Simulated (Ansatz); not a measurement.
Species: H3N, SMILES `N` (charge 0, multiplicity 1), formula H3N.

### Question
How many basis functions does Ansatz (an electronic-structure program) with frozen-core CCSD(T)/cc-pVTZ // PBE0-D3(BJ)/def2-SVP use, how many core orbitals are frozen, and how many electrons are correlated?

### Answer
72 basis functions and 1 frozen orbitals, which leaves 8 correlated electrons. Core time is of the order of seconds.
